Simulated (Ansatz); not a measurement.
hcp Lu

Calculation: PBEsol (plane waves, PAW; Ansatz, an electronic-structure program).

Numerical settings: plane-wave cutoff 500 eV, 5×5×5 k mesh, Fermi–Dirac smearing 0.1 eV, cell of 36 sites, scalar-relativistic PAW data made under PBE.

Cell: relaxed at this level.

| Quantity | Result |
|---|---|
| vacancy formation energy | 1.98 eV |
| vacancy formation energy before relaxation | 2.03 eV |

Note: energies are extrapolated to zero smearing, and mesh and cell size move such values by some hundredths of an eV or more.

Spin–orbit coupling is not included.

The computed numbers hold no vibrational or temperature effects.
